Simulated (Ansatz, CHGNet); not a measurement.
For zinc-blende CdTe, the machine-learned potential CHGNet 0.3.0 (trained on PBE and PBE+U data) gives:

| Item | Result |
|---|---|
| lattice constant a | 6.635 Å |
| formation enthalpy | -0.616 eV/atom |

### Question
What does r²SCAN-D4 in Ansatz (PAW) give for the same quantities?

### Answer

- lattice constant a: 6.529 Å (decreases by 1.6 %)
- formation enthalpy: -0.546 eV/atom (moves by +0.070 eV/atom)

For comparison: lattice constant a 6.48 Å (measured, room temperature, not corrected to a static lattice; as tabulated in Lucero et al. (2012), arXiv:1111.4515); formation enthalpy -0.520 eV/atom (measured, 298 K, not corrected to a static lattice, our sources range from -0.522 to -0.479; as tabulated in Brebrick, High temperature thermodynamic data for CdTe(c), J. Phase Equilib. …).

Changes are worked out from the printed values.

Unless a cell is named, each level is at its own relaxed cell (CHGNet 0.3.0 36.50, r²SCAN-D4 34.80 Å³/atom).

Levels without +SOC leave out spin–orbit coupling, which shifts energies and cells of such heavy elements.

Caveats: the energies of CHGNet 0.3.0 can hold anion corrections fitted to measured formation enthalpies (CHGNet 0.3.0). Ansatz's density-functional and Hartree–Fock values are scalar-relativistic unless marked +SOC, with PAW data made under PBE.

Ansatz is an electronic-structure program.
